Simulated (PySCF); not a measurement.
# How far are cheaper levels from CCSD(T)/CBS for NaN?

PySCF; the state is a triplet (π ↑↑). The composite is CCSD(T) extrapolated to the basis-set limit from two correlation-consistent sets, with core-valence (CV) and scalar-relativistic (SR) terms as its label shows; it has no spin–orbit coupling and nothing beyond (T). Here it is CCSD(T)/CBS(DT)+CV+SR. It gives Re = 2.239 Å, ωe = 398 cm⁻¹ and De = 0.97 eV to Na + N.

```csv
level,basis,relativity,Re (Å),ωe (cm⁻¹),De (eV)
ROHF,"6-31G(d,p)",no relativity,2.217,448,-0.95
ROHF-SCS-MP2,pcseg-2,no relativity,2.243,424,0.73
ROHF-CCSD,def2-TZVPP,no relativity,2.230,395,0.64
ROHF-CCSD(T),"6-31G(d,p)",no relativity,2.332,320,0.41
ROHF-CCSD(T),pcseg-2,no relativity,2.270,388,0.77
ROHF-CCSD(T),def2-TZVPP,no relativity,2.241,381,0.75
r²SCAN,def2-TZVPP,no relativity,2.272,358,1.08
M06-L,pcseg-2,no relativity,2.235,413,1.36
B97-3,"6-31G(d,p)",no relativity,2.255,381,1.00
LC-ωPBE,def2-TZVPP,no relativity,2.203,431,1.06
```

Q: Give the difference of each row from the composite.

A: 

| level | basis | ΔRe (pm) | Δωe (%) | ΔDe (eV) |
| --- | --- | --- | --- | --- |
| ROHF | 6-31G(d,p) | -2.2 | +12.6 | -1.92 |
| ROHF-SCS-MP2 | pcseg-2 | +0.4 | +6.5 | -0.24 |
| ROHF-CCSD | def2-TZVPP | -0.9 | -0.8 | -0.33 |
| ROHF-CCSD(T) | 6-31G(d,p) | +9.3 | -19.6 | -0.56 |
| ROHF-CCSD(T) | pcseg-2 | +3.1 | -2.5 | -0.20 |
| ROHF-CCSD(T) | def2-TZVPP | +0.2 | -4.3 | -0.22 |
| r²SCAN | def2-TZVPP | +3.3 | -10.1 | +0.11 |
| M06-L | pcseg-2 | -0.4 | +3.8 | +0.39 |
| B97-3 | 6-31G(d,p) | +1.6 | -4.3 | +0.03 |
| LC-ωPBE | def2-TZVPP | -3.6 | +8.3 | +0.09 |

Q: Which rows come closest in De?

A: B97-3 in 6-31G(d,p) (+0.03 eV), counted from the composite.

Correlated steps freeze 2 core orbitals. Correlated levels converge slowly with the basis: in double zeta they bind strong bonds too weakly, by up to about 1 eV, and carry superposition errors of some tenths. The CCSD T1 diagnostic is raised in NaN, a sign that a single reference may not be enough there. UHF is strongly spin-contaminated for NaN, so the ROHF reference used there is far from stable. A negative De means that the minimum lies above the separated atoms at that level. The state is the lowest determinant that a PBE0 search found; another state may lie lower at other levels.
